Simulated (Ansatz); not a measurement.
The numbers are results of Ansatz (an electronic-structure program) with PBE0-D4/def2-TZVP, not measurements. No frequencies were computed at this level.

Ansatz 0.2 input:
```yaml
crystal:
  periodic: [false, false, false]
  atoms:
    - { symbol: C, position_ang: [-0.59453, 0.007247, 0.058357] }
    - { symbol: C, position_ang: [0.594533, -0.007241, -0.045796] }
    - { symbol: H, position_ang: [-1.640297, 0.019993, 0.149919] }
    - { symbol: H, position_ang: [1.640294, -0.019999, -0.137422] }
basis:
  gaussian: { orbitals: def2-tzvp }
hamiltonian:
  xc: pbe0
  dispersion: d4
relax:
  max_steps: 150
```

Output:

```
Functional definition: PBE0
448 factors; their error is unknown
mean field evaluation 1: about -2098.2608 eV, gradient 4.1e1 eV
mean field evaluation 2: about -2098.5647 eV, gradient 3.8e1 eV
mean field evaluation 4: about -2102.2372 eV, gradient 7.8e-2 eV
mean field evaluation 8: about -2102.2372 eV, gradient 5.4e-4 eV
mean field -2102.23715695 eV, -77.2557905705 hartree, gradient 3.0e-6 eV, S^2 0.000000; 0 other end points of the search recorded, 0 dependent functions left out
reference -2102.23717809 eV, -77.2557913473 hartree; 7, 7 occupied and 67, 67 virtual orbitals, 448 factors
relax step   1: F+E_penalty+E_count = -2102.26126387 eV  Δ(F+E_penalty+E_count) = +0.000e0 eV  max|allowed force component| = 6.193e-1 eV/Å  Δτ_max = 0.0000 Å  (25 SCF iters, accepted)
these checks for a lower state are left out or cut short: starts, cluster_reference, orbital_swaps, neighbouring_geometries, increment
448 factors; their error is unknown
mean field evaluation 16: about -2102.2465 eV, gradient 9.9e-4 eV
mean field -2102.24645959 eV, -77.2561324360 hartree, gradient 1.0e-5 eV, S^2 0.000000; 0 other end points of the search recorded, 0 dependent functions left out
reference -2102.24648077 eV, -77.2561332146 hartree; 7, 7 occupied and 67, 67 virtual orbitals, 448 factors
relax step   2: F+E_penalty+E_count = -2102.27056131 eV  Δ(F+E_penalty+E_count) = -9.297e-3 eV  max|allowed force component| = 1.287e-1 eV/Å  Δτ_max = 0.0133 Å  (30 SCF iters, accepted)
these checks for a lower state are left out or cut short: starts, cluster_reference, orbital_swaps, neighbouring_geometries, increment
448 factors; their error is unknown
mean field -2102.24687068 eV, -77.2561475435 hartree, gradient 1.6e-5 eV, S^2 0.000000; 0 other end points of the search recorded, 0 dependent functions left out
reference -2102.24689188 eV, -77.2561483224 hartree; 7, 7 occupied and 67, 67 virtual orbitals, 448 factors
relax step   3: F+E_penalty+E_count = -2102.27097184 eV  Δ(F+E_penalty+E_count) = -4.105e-4 eV  max|allowed force component| = 3.497e-3 eV/Å  Δτ_max = 0.0031 Å  (28 SCF iters, accepted)
448 factors; their error is unknown
mean field evaluation 32: about -2102.2469 eV, gradient 1.4e-4 eV
mean field -2102.24687068 eV, -77.2561475435 hartree, gradient 1.1e-5 eV, S^2 0.000000; 1 other end points of the search recorded, 0 dependent functions left out
reference -2102.24689188 eV, -77.2561483224 hartree; 7, 7 occupied and 67, 67 virtual orbitals, 448 factors
Total energy: -2102.27099303 eV, -77.2570340235 hartree
Atom 0 at    -0.596150     0.007266     0.058492 Å, force    -0.003498     0.000057     0.000262 eV/Å
Atom 1 at     0.596152    -0.007263    -0.045944 Å, force     0.003490    -0.000073    -0.000341 eV/Å
Atom 2 at    -1.656701     0.020194     0.151362 Å, force    -0.002221     0.000027     0.000236 eV/Å
Atom 3 at     1.656699    -0.020198    -0.138853 Å, force     0.002228    -0.000011    -0.000157 eV/Å
Dipole moment:    -0.000001    -0.000002    -0.000009 e Å
```

Cost: about 3 core-seconds (a rough figure).
